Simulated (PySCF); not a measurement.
Dipole moment and polarisability of 2-chloroacrylic acid

Species: 2-chloroacrylic acid, C3H3ClO2.
Structure used (GFN2-xTB), in Å, numbered top down from 1:
```xyz
9
C3H3ClO2 angstrom
C     -1.328   -0.048   -0.606
C     -0.408    0.594    0.104
Cl    -0.663    2.167    0.750
C      0.936    0.036    0.423
O      1.779    0.600    1.064
O      1.111   -1.188   -0.092
H     -1.123   -1.031   -0.991
H     -2.287    0.391   -0.815
H      1.996   -1.515    0.137
```

Level: PBE0/def2-SVPD (PySCF), static field, nuclei fixed, core orbitals frozen in the response. The polarisability tensor in these axes (au):

```
x   62.71 -0.68 10.52
y   -0.68 62.68 11.65
z   10.52 11.65 48.09
```

Question: Give the principal values, the mean and the anisotropy Δα = √{½[(α1 − α2)² + (α2 − α3)² + (α1 − α3)²]}.

Answer: Principal values 37.88, 63.37 and 72.23 au; mean 57.83 au = 8.57 Å³ = 9.53 × 10⁻⁴⁰ C²·m²/J; Δα = 30.88 au (53 % of the mean).

Question: What is the dipole moment, and where does it point?

Answer: (-1.01, -2.39, -1.60) D, 3.05 D in size, pointing from the negative to the positive side. Measured along this direction, the outermost atoms are Cl3 at the negative end and H7 at the positive end.

Question: In TDDFT the mean static polarisability is Σ f/ω² over all singlet excitations (ω in hartree). How much of it do the 8 lowest give? Their energies (eV) and oscillator strengths: 4.86, 0.0000; 5.50, 0.1426; 5.85, 0.0003; 6.94, 0.0961; 7.02, 0.0002; 7.36, 0.0001; 7.68, 0.1040; 7.79, 0.1038.

Answer: They add up to 7.55 au, 13.1 % of the 57.83 au; the largest single term is 3.49 au, from the state at 5.50 eV. Terms in order: 0.00, 3.49, 0.01, 1.48, 0.00, 0.00, 1.30, 1.27 au. Higher excitations give the rest. The strengths listed sum to 0.447.

Question: In a dilute gas of rigid molecules at 500 K, how does the orientational term μ²/3kT compare with the electronic polarisability?

Answer: In Gaussian units μ²/3kT = 44.87 Å³ against 8.57 Å³, a ratio of 5.24; the Debye molar polarisation (4π/3)N_A(α + μ²/3kT) is 134.8 cm³/mol, leaving out the vibrational part.

Question: Find the Langevin capture rate constant for H3O+ (19.018 u) meeting this molecule (105.982 u), k = 2.342 × 10⁻⁹ cm³/s × √(α in Å³ / reduced mass in u).

Answer: The reduced mass is 16.12 u, so k = 1.71 × 10⁻⁹ cm³/s. The formula leaves out the permanent dipole, which adds to the capture rate.

Question: Along which axes do the principal values lie, and how far do the nuclei extend along each?

Answer: Largest value along (0.56, 0.63, 0.55), where the nuclei span 3.76 Å; middle along (0.74, -0.67, 0.00), 4.47 Å; least along (-0.37, -0.40, 0.84), 0.00 Å. The strongest response doesn't lie along the longest of the three spans.

Question: Rayleigh depolarisation ratio (linearly polarised light, static tensor)?

Answer: ρ = 3Δα²/(45ᾱ² + 4Δα²) = 2861.5/(150478 + 3815.4) = 0.0185.

One conformer (not necessarily the lowest) at the GFN2-xTB geometry, without solvent, vibrations or thermal averaging.
